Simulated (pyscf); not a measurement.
H₃Si–O–AsH₂ + H₂O → HO–AsH₂ + HO–SiH₃, a four-centre exchange (singlet surface; O–Si, H–O broken, H–O, O–Si formed). Structures and frequencies: ωB97X-D3(BJ)/def2-SVP in PySCF. Energies in eV from the separated reactants.

Small-basis levels: PySCF, no dispersion term, spherical d functions. AM1 to PM7: differences of heats of formation from MOPAC, which are fitted to 298 K values and so differ in kind from electronic energies by zero-point and thermal terms. GFN2-xTB: tblite. Cost: rough CPU time at the saddle relative to B3LYP/6-31G*+LANL2DZ, from one job on a shared machine.

```tsv
level	barrier	reaction energy	cost
HF/STO-3G	1.19	+0.04	0.05
BP86/6-31G*+LANL2DZ	0.60	+0.01	1
M06-2X/6-31G*+LANL2DZ	0.75	+0.11	2
PBE/def2-SVP	0.50	+0.02	2
GFN2-xTB	1.11	-0.16	under 0.02
AM1	1.17	+0.10	under 0.02
PM3	2.13	+0.14	under 0.02
ωB97M-D3(BJ)/def2-TZVP	1.04	+0.10	–
```

Against the last row the barrier runs from -0.54 (PBE/def2-SVP) to +1.09 eV (PM3). ωB97M-D3(BJ)/def2-TZVP has limits of its own. On the reactant side the descent ends in a complex, 0.19 eV under the separated species and 1.27 eV under the saddle at ωB97X-D3(BJ)/def2-TZVP. On the product side the descent ends in a complex (not fully relaxed), 0.24 eV under the separated species and 1.14 eV under the saddle at ωB97X-D3(BJ)/def2-TZVP. H₃Si–O–AsH₂ lies 0.46 eV over its isomer HO–SiH₂–AsH₂ (electronic energy, ωB97M-D3(BJ)/def2-TZVP). One saddle was located; it need not be the lowest between these sides. In the def2 sets elements up to Kr have no core potential.
